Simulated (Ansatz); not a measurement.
GeH⁺, singlet: stretch scan

Starting geometry (PBE0/def2-TZVP stationary point for this spin):

```xyz
2

Ge    0.0000    0.0000    0.0000
H     0.0000    0.0000    1.5886
```

From there H2 moves along the line of the two atoms named below, all else staying in place; atoms are numbered as listed. Energies are in kcal/mol, counted from the starting geometry at the same level.

Basis cc-pVQZ; Ansatz 0.2.0. Only valence electrons are correlated (noble-gas cores and the filled d shells of p-block atoms frozen). R marks a restricted (for open shells ROHF) determinant. No spin–orbit coupling is included, and no scalar relativity.

Full CI is exact within this basis and frozen core; it isn't the basis-set limit.

```tsv
distance Ge1-H2 (Å)	full CI	unpaired electrons (full CI)	error RHF	error RMP2	error RCCSD	error RCCSD(T)	error BCCD(T)	error RCCSDT(Q)
1.252	32.5	0.06	-1.5	-0.8	-0.2	0.0	0.0	0.0
1.434	5.0	0.06	-0.8	-0.5	-0.1	0.0	0.0	0.0
1.589	0.0	0.06	0.0	0.0	0.0	0.0	0.0	0.0
1.749	3.6	0.07	1.2	0.7	0.1	0.0	0.0	0.0
1.912	11.6	0.09	3.0	1.8	0.3	0.1	0.1	0.0
2.144	25.6	0.14	6.5	3.9	0.7	0.1	0.1	0.0
2.601	49.7	0.48	17.6	10.8	1.8	0.2	0.2	0.0
2.959	61.2	1.00	29.6	18.0	3.0*	0.0*	0.1*	0.0*
3.431	68.3	1.62	46.8	26.5	4.3*	-0.8*	-0.7*	0.0*
4.317	71.3	1.99	71.9	29.5	5.6*	-3.1*	-2.8*	0.0*
5.290	71.7	2.03	86.2	15.2	6.0*	-4.8*	-4.1*	0.0*
```

An asterisk marks runs whose energy the program itself flagged as in doubt.

Unpaired electrons are Σ n²(2−n)² over natural occupations. Errors are those of relative energies. In total energy the starting point itself misses full CI by: RHF 56.2, RMP2 12.7, RCCSD 1.1, RCCSD(T) 0.2, BCCD(T) 0.2, RCCSDT(Q) 0.0 kcal/mol.

Spread of the error over the points with a reference, to 5.290 Å (largest less smallest): RCCSDT(Q) 0.0, BCCD(T) 4.3, RCCSD(T) 5.1, RCCSD 6.2, RMP2 30.3, RHF 87.7 kcal/mol.

Going outwards, the relative energy of RHF first misses by more than 1.0 kcal/mol at 1.749 Å.

Going outwards, the relative energy of RCCSD(T) first misses by more than 1.0 kcal/mol at 4.317 Å.

Going outwards, the relative energy of BCCD(T) first misses by more than 1.0 kcal/mol at 4.317 Å.

RCCSD(T) turns over: its perturbative term grows as the gap closes, and it ends 4.8 kcal/mol too low at 5.290 Å. BCCD(T) turns over: its perturbative term grows as the gap closes, and it ends 4.1 kcal/mol too low at 5.290 Å. RHF keeps both spins in the same orbitals, so it can't give open-shell fragments and ends 86.2 kcal/mol too high at 5.290 Å.
